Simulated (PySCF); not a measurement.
Vertical excitations of a molecule C₃H₆O from TDDFT-PBE/def2-SVPD in PySCF 2.14.0, as energy in eV (oscillator strength): 4.25 (0.000), 5.59 (0.027), 6.80 (0.003), 7.31 (0.010), 7.51 (0.000), 7.56 (0.000), 7.66 (0.039), 8.07 (0.057), 8.16 (0.001), 8.20 (0.006). Lowest triplet (TDA): 3.66 eV. The structure is a stationary point at B3LYP-D3(BJ)/def2-SVP. One conformer was computed; it need not be the lowest.

Q: Identify the compound among the candidates.
A) C=COC
B) CC(C)=O
C) C1COC1
D) OC1CC1

A: B, CC(C)=O
